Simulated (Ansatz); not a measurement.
# Relaxing Ti

Theory: Ansatz, DFT r2SCAN, scalar-relativistic, plane waves, PAW.

The start puts Ti on the beta-tin structure type (I4_1/amd, No. 141), at a guessed volume.

Input of the last, converged step (default PAW datasets):

```yaml
crystal:
  lattice:
    - [-2.5205487218, 2.5205487218, 1.3750058557]
    - [2.5205487218, -2.5205487218, 1.3750058557]
    - [2.5205487218, 2.5205487218, -1.3750058557]
  atoms:
    - { symbol: Ti, position: [0.0, 0.0, 0.0] }
    - { symbol: Ti, position: [0.75, 0.25, 0.5] }
basis:
  ecutwfc: 500
kpoints:
  mp_grid: { grid: [22, 22, 22] }
hamiltonian:
  xc: r2scan
scf:
  occupations: { method: gaussian, width: 0.1 }
output:
  forces: true
  stress: true
  eigenvalues: true
relax:
  adjacent_minimum: "off"
  f_tol: 0.01
  max_steps: 80
  cell: { stress_tol: 0.05 }
```

It can be run as:

```bash
ansatz run input.yaml --threads 1 --pin off --backend cpu --events-out ev --progress --plain --runs-dir out  # memory cap (--max-ram) not shown
```

The program printed at the end:

```
SCF converged after 6 iterations
Free energy (F): -5007.832629 eV
Harris-Foulkes:  -5007.832629 eV  (|F-HF|=1.82e-12)
Internal energy: -5007.819791 eV  (E = F + TS)
E sigma→0 (E₀):  -5007.826210 eV
Entropy (-TS):   -0.012839 eV (-6.419 meV/atom)
Fermi energy:    13.250455 eV
--- Per-component energies (eV) ---
  E_band       = -336.872646
  E_kinetic    = 547.933037
  E_local      = -1658.868982  (includes V_loc(G=0)·N_el)
  E_nonlocal   = 17.762383
  E_hartree    = 683.551256
  E_xc         = -185.728779
  E_vxc        = -265.671870  (∫ρ·V_xc dr)
  E_paw        = -2115.443347  (= ΣΔE_a)
  E_vpaw       = -363.529843  (= ΣTr[D̂ρ^β])
  E_aug_tail   = 0.000185  (compensation charges beyond the density's cutoff)
  E_vtau       = 18.399856  (kinetic-family band-sum trace: ∫τ·v_τ [+ j·A + Jᵃ·Aᵃ] dr)
  E_ewald      = -2296.518629
  E_core_change = -0.506914  (= ΣΔE_core)
  E_smearing   = -0.012839  (= −TS)
  E_closure    = 0.000000  (closes the sum)
  Σ components = -5007.832629   (vs F -5007.832629, Δ=0.00e0)
--- Forces (eV/Å), atoms counted from 1 ---
  atom   1  Ti     0.00000000     0.00000000     0.00000000
  atom   2  Ti     0.00000000     0.00000000     0.00000000
  max |Σ_I F_I| component: 2.50e-16 eV/Å
--- Stress (GPa, compression-positive) ---
       -0.021120       0.000000       0.000000
        0.000000      -0.021120       0.000000
        0.000000       0.000000      -0.011747
  P = ⅓ Tr σ = -0.0180 GPa (-0.180 kbar)
--- Relaxed structure (5 steps of the walk, 5 accepted, 1 SCFs on fresh bases) ---
  F+E_penalty+E_count = -5007.83262916 eV   max|allowed force component| = 1.388e-17 eV/Å   (the final SCF, on the basis selected at the relaxed cell)
  cell:  # Å, volume = 34.3453 Å³
    - [-2.474664, 2.474664, 1.402088]
    - [2.474664, -2.474664, 1.402088]
    - [2.474664, 2.474664, -1.402088]
  atoms:
    - { symbol: Ti, position: [0.000000, 0.000000, 0.000000] }
    - { symbol: Ti, position: [0.750000, 0.25, 0.500000] }
```

Total energies depend on the potentials used, so only differences within one code and one set of settings carry meaning.

The result has space group I4_1/amd (No. 141). Ti is coordinated by 4 Ti at 2.57 Å, 2 Ti at 2.80 Å and 4 Ti at 3.25 Å.

It lies 0.46 eV/atom above the element's standard state at the same level.

For metals, differences of a few meV/atom aren't resolved.

Symmetry constrained the relaxation, so the result can be a saddle point.